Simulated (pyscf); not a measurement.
Structures and frequencies: ωB97X-D3(BJ)/def2-SVP in PySCF.

**Question.** Estimate by transition-state theory the rate constant of O=V(Cl)(Cl)–Cl + H₂O -> O=V(OH)(Cl)–Cl + HCl (singlet surface; Cl–V, H–O broken, O–V, Cl–H formed) at 1200 K, with ωB97M-D3(BJ)/def2-TZVP energies (ideal gas, 1 atm, RRHO with modes under 100 cm⁻¹ raised to 100, one conformer, R ln 2 for chiral ones without a mode under 150 cm⁻¹; no tunnelling).

**Answer.** The electronic barrier is 15.5 kcal/mol and the thermal terms add +38.7, so ΔG‡ = 54.3 kcal/mol. With k_BT/h = 2.50e+13 s⁻¹ and RT = 2.385 kcal/mol, and a volume of 1.64e-19 cm³ per molecule at 1 atm, k = 5.4e-16 cm³ molecule⁻¹ s⁻¹. Wigner's tunnelling factor for 713i cm⁻¹ would be 1.03. A shift of 1 kcal/mol in the barrier changes k by a factor 1.5. On the reactant side the descent ends in an adduct with a O–V contact, 7.3 kcal/mol under the separated species and 22.0 kcal/mol under the saddle at ωB97X-D3(BJ)/def2-TZVP. What is counted as formed (O–V) is already present as a longer contact in the reactant adduct; forming that adduct is a step of its own. One saddle was located; it need not be the lowest between these sides.
